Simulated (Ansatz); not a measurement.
Results of the Gaussian-basis code of Ansatz.

A structure relaxed at PBE0-D4/def2-TZVP, charge 0, multiplicity 2:

```
atom   x (Å)   y (Å)   z (Å)
  C1  -0.267  -1.231   1.948
 Mg2  -0.031  -0.142   0.223
  C3   0.209   0.964  -1.527
  H4   0.536  -1.725   2.502
  H5  -1.215  -1.410   2.461
  H6  -0.571   1.725  -1.638
  H7   0.168   0.331  -2.419
  H8   1.170   1.488  -1.550
```

Problem. Give its formula and SMILES.

Solution. C2H5Mg, `[CH2][Mg][CH3]`.

Problem. Point group (tolerance 0.08 Å, 0.16 Å for H)?

Solution. Cs.

Problem. Summarise the bond lengths by kind.

Solution. 2 × C–Mg 2.054 to 2.083 Å; 5 × C–H 1.093 to 1.095 Å.
